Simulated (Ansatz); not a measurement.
# CH10Si2: the cost of one run

The runs use Ansatz 0.2.0, Gaussian basis; PBE0-D4, def2-SVP first, then def2-TZVP.

153 further runs of the same task are left out: 1 that didn't finish, 152 set aside as unsound or not needed.

**1. Where the work starts**

The guess: 13 atoms, charge 0, spin multiplicity 1.

Atoms are counted from 1 here; the program's logs count them from 0.

Bond lengths: Si1–H3 1.457 Å, Si1–H4 1.456 Å, Si1–H5 1.505 Å, Si1–H6 1.600 Å, Si2–H8 1.456 Å, Si2–H9 1.463 Å, Si2–H10 1.458 Å, C7–H11 1.087 Å, C7–H12 1.087 Å, C7–H13 1.085 Å. Angles: H3–Si1–H4 126.9°, H3–Si1–H5 99.8°, H3–Si1–H6 102.3°, H4–Si1–H5 100.0°, H4–Si1–H6 101.7°, H5–Si1–H6 129.7°, H8–Si2–H9 107.7°, H8–Si2–H10 109.9°, H9–Si2–H10 107.9°, H11–C7–H12 109.2°, H11–C7–H13 108.0°, H12–C7–H13 108.1°.

Coordinates:

```
Si   -0.0927    0.9698    0.8204
Si    1.6219   -1.0055    0.0041
H    -0.1344    2.1511   -0.0309
H    -1.1121    0.5361    1.7657
H     0.9916    1.3830    1.7786
H    -0.1126   -0.2199   -0.2486
C    -1.5940    0.0699   -0.8183
H     2.1207   -1.3780    1.3202
H     1.3351   -2.2393   -0.7276
H     2.6516   -0.2795   -0.7289
H    -1.9708   -0.9371   -0.6586
H    -1.3033    0.1827   -1.8595
H    -2.4009    0.7666   -0.6164
```

Distances that are to change: Si1–C7 2.40 Å, Si2–H6 1.92 Å, Si1–Si2 2.74 Å, H6–C7 1.61 Å.

**2. Relaxing the guess with the reacting distances held**

Input file hold/in.yaml:

```yaml
crystal:
  periodic: [false, false, false]
  atoms:
    - {symbol: Si, position_ang: [-0.092700, 0.969800, 0.820400]}
    - {symbol: Si, position_ang: [1.621900, -1.005500, 0.004100]}
    - {symbol: H, position_ang: [-0.134400, 2.151100, -0.030900]}
    - {symbol: H, position_ang: [-1.112100, 0.536100, 1.765700]}
    - {symbol: H, position_ang: [0.991600, 1.383000, 1.778600]}
    - {symbol: H, position_ang: [-0.112600, -0.219900, -0.248600]}
    - {symbol: C, position_ang: [-1.594000, 0.069900, -0.818300]}
    - {symbol: H, position_ang: [2.120700, -1.378000, 1.320200]}
    - {symbol: H, position_ang: [1.335100, -2.239300, -0.727600]}
    - {symbol: H, position_ang: [2.651600, -0.279500, -0.728900]}
    - {symbol: H, position_ang: [-1.970800, -0.937100, -0.658600]}
    - {symbol: H, position_ang: [-1.303300, 0.182700, -1.859500]}
    - {symbol: H, position_ang: [-2.400900, 0.766600, -0.616400]}
basis:
  gaussian: {orbitals: def2-SVP}
hamiltonian: {xc: pbe0, dispersion: d4}
relax: {f_tol: 0.04, max_steps: 150, escape_saddle: false, constraints: [{distance: [0, 6]}, {distance: [1, 5]}, {distance: [0, 1]}, {distance: [5, 6]}]}
```

On the command line:

```console
ansatz run in.yaml --threads 4 --pin off --events-out ev --progress --plain --max-ram 9574MiB
```

**Question.** How long does this run take on 4 threads of AMD EPYC 7R43, shared host?

About 15 s.
